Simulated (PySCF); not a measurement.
**S₂ at TPSSh**

Level: TPSSh. basis S aug-pcseg-1; no relativity; PySCF 2.14.

* state: triplet, unpaired electrons π ↑↑
* bond length: 1.922 Å
* harmonic wavenumber: 713 cm⁻¹
* force constant: 4.79 mdyn/Å
* rotational constant Be: 0.2855 cm⁻¹
* anharmonicity ωexe: 2.65 cm⁻¹
* vibration–rotation constant αe: 0.00150 cm⁻¹
* well depth De to S + S: 418 kJ/mol
* dissociation energy D0: 414 kJ/mol
* bond order (Mayer): 1.55

The state is the lowest determinant that a PBE0 search found; another state may lie lower at other levels.
